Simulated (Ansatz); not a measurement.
# B₂H₂ (singlet): from Hartree-Fock to the top rungs at distance B1–B2 = 1.925 Å, 6-31G

An exercise on one series of results from a longer session: the logs are not shown, and one member is left open.

Method: 6-31G, core rule «outside noble gas», up to 2 orbitals frozen; program: Ansatz 0.2.0, Gaussian basis.

To be run: UHF; CCSD(T) on RHF; CCSD(T) on UHF; BCCD(T) on RHF; CISD; CCSDT(Q) on RHF; CCSDT(Q) on UHF; CCSDTQ on RHF; CCSDTQ on UHF; CASSCF and MRCISD+Q, 2 electrons in 2 orbitals; CASSCF and NEVPT2, 2 electrons in 2 orbitals; CASSCF and MRCISD+Q, 8 electrons in 10 orbitals; CASSCF and NEVPT2, 8 electrons in 10 orbitals; Full CI.

## The system

The geometry derives from a PBE0/def2-TZVP stationary point (not a proven minimum). One bond is set to the value named and the two fragments are kept rigid.

4 atoms, charge 0, spin multiplicity 1.

Atoms are counted from 1 here; the program's logs count them from 0.

Bond lengths: B1–H3 1.199 Å, B1–H4 1.199 Å. Angles: H3–B1–H4 117.3°.

Set-up of the first run:

Contents of in.yaml:

```yaml
crystal:
  periodic: [false, false, false]
  atoms:
    - {symbol: B, position_ang: [0.000000, 0.000000, 0.827238]}
    - {symbol: B, position_ang: [0.000000, 0.000000, -1.097762]}
    - {symbol: H, position_ang: [0.000000, 1.023985, 1.450794]}
    - {symbol: H, position_ang: [0.000000, -1.023985, 1.450794]}
basis:
  gaussian: {orbitals: 6-31G}
magnetization: {spin_polarized: true, initial_magnetization: 0}
hamiltonian: {xc: hf}
output: {orbitals: {seedname: orbitals}}
```

Command:

```console
$ ansatz run in.yaml --threads 1 --pin off --events-out ev --progress --plain --max-ram 4096MiB --backend cpu
```

Among the steps run: UHF; CCSD(T) on RHF; CCSD(T) on UHF; BCCD(T) on RHF; CISD; CCSDT(Q) on RHF; CCSDT(Q) on UHF; CCSDTQ on RHF; CCSDTQ on UHF; CASSCF and MRCISD+Q, 2 electrons in 2 orbitals; CASSCF and NEVPT2, 2 electrons in 2 orbitals; CASSCF and MRCISD+Q, 8 electrons in 10 orbitals; CASSCF and NEVPT2, 8 electrons in 10 orbitals; Full CI.

One of the session's tables, all rows but one given; the rest of the session is left out.

```
          method  from FCI (meV)
             RHF         +3341.4
            RMP2         +1057.4
            CISD          +295.9
           RCCSD           +84.5
        RCCSD(T)           +24.1
         BCCD(T)           +24.1
          RCCSDT               ?
       RCCSDT(Q)            +1.9
         RCCSDTQ            +0.2
     CASSCF pair         +2845.3
     NEVPT2 pair          +908.0
     MRCISD pair          +212.9
   MRCISD+Q pair            +9.7
  CASSCF valence          +879.9
  NEVPT2 valence          +247.9
  MRCISD valence           +20.9
MRCISD+Q valence            +4.2
             FCI               0
```

Estimate the missing values for RCCSDT.

**Answer.** from FCI (meV): +5.4. In the column «from FCI (meV)» it lies between MRCISD+Q valence (+4.2) and MRCISD+Q pair (+9.7).

Limits of these values: Left out of the table: UHF, UMP2, UCCSD, UCCSD(T), UCCSDT, UCCSDT(Q), UCCSDTQ (another determinant or state than the rows shown).
